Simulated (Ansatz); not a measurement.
# CH2N+ (SMILES [CH+]=N): one structure at several levels

An exercise on one series of results from a longer session: the logs are not shown, and one member is left open.

Program: Ansatz 0.2.0, Gaussian basis. Level of theory: single points in def2-TZVPP. These are calculated values, not measurements.

Correlated methods freeze the cores.

## Starting geometry

4 atoms, charge 1, spin multiplicity 1.

Atoms are counted from 1 here; the program's logs count them from 0.

Bond lengths: C1–N2 1.163 Å, C1–H3 1.066 Å, N2–H4 1.023 Å. Angles: N2–C1–H3 177.1°, C1–N2–H4 178.2°.

As a file:

```xyz
4
CH2N
C     0.2594   -0.4377    0.2652
N    -0.2690    0.4408   -0.2839
H     0.6973   -1.2693    0.7687
H    -0.7618    1.2059   -0.7521
```

The first run:

The input, run/in.yaml:

```yaml
crystal:
  periodic: [false, false, false]
  atoms:
    - {symbol: C, position_ang: [0.259400, -0.437700, 0.265200]}
    - {symbol: N, position_ang: [-0.269000, 0.440800, -0.283900]}
    - {symbol: H, position_ang: [0.697300, -1.269300, 0.768700]}
    - {symbol: H, position_ang: [-0.761800, 1.205900, -0.752100]}
basis:
  gaussian: {orbitals: def2-TZVPP}
total_charge: 1
correlation: {method: ccsd_t}
output: {forces: true}
```

No record of the launch command was kept for these runs.

Steps of the session up to this table: CCSD(T)/def2-TZVPP; PBE0-D4/def2-TZVPP; wB97M-V/def2-TZVPP; r2SCAN-D4/def2-TZVPP; PBE-D4/def2-TZVPP; BHLYP-D4/def2-TZVPP; LC-wPBE/def2-TZVPP.

One of the session's tables, all rows but one given; the rest of the session is left out.

```
   method  RMS force component (eV/Å)  angle to CCSD(T) forces (°)
  CCSD(T)                       1.236                    reference
  PBE0-D4                       1.902                          4.2
  wB97M-V                       1.894                          4.9
r2SCAN-D4                       1.726                          3.9
   PBE-D4                       1.381                          5.5
 BHLYP-D4                           ?                            ?
  LC-wPBE                       2.107                          5.2
```

Q: Estimate the row for BHLYP-D4 from the others.

As computed: RMS force component (eV/Å): 2.390; angle to CCSD(T) forces (°): 6.9. In the column «RMS force component (eV/Å)» it is the highest.
